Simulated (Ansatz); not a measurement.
TaCuN2 (R-3m)

All numbers below come from Ansatz 0.2.0, DFT PBEsol, scalar-relativistic, plane waves, PAW.

Cutoff 420 eV; k points 12×12×12 on the computed 4-atom cell (Γ-centred); Gaussian smearing, width 0.02 eV; no spin polarisation.

The structure is relaxed at this level of theory with its symmetry kept.

```
CELL_PARAMETERS angstrom
1.56077 0.90111 5.78084
-1.56077 0.90111 5.78084
0.00000 -1.80222 5.78084
ATOMIC_POSITIONS crystal
Ta 0.50000 0.50000 0.50000
Cu 0.00000 0.00000 0.00000
N 0.10557 0.10557 0.10557
N 0.89443 0.89443 0.89443
```

* Space group: R-3m (No. 166)
* Volume per atom: 82.3 bohr³
* Formation energy from the elements' standard states (uncorrected): -0.613 eV/atom
* Kohn–Sham band gap: 0.37 eV, indirect from T to L
* Löwdin character of the top 1 eV of the valence band: Cu 3d 50 %, N 2p 35 %
* Löwdin character of the lowest 1 eV of the conduction band: Ta 5d 59 %, N 2p 20 %, Cu 4s 8 %, unprojected 5 %
* Electron masses at the edge by Cartesian direction of the standard setting (m_e; degenerate bands sorted by energy; no spin-orbit coupling): x: 0.31; y: 0.24; z: 0.31
* Hole masses at the edge by Cartesian direction of the standard setting (m_e; degenerate bands sorted by energy; no spin-orbit coupling): x: 0.33, 0.20; y: 0.33, 0.21; z: 0.54, 0.54
* Bulk modulus: 217 GPa
* Its pressure derivative: 4.0
* Bader charges (e): Ta (1 in the cell) 2.50, Cu (1 in the cell) 0.54, N (2 in the cell) -1.52

Spin-orbit coupling is left out, which matters for the bands of heavy elements.

A ferromagnetic start lost its moments in a first run, so spin was left out; other magnetic orders weren't tried.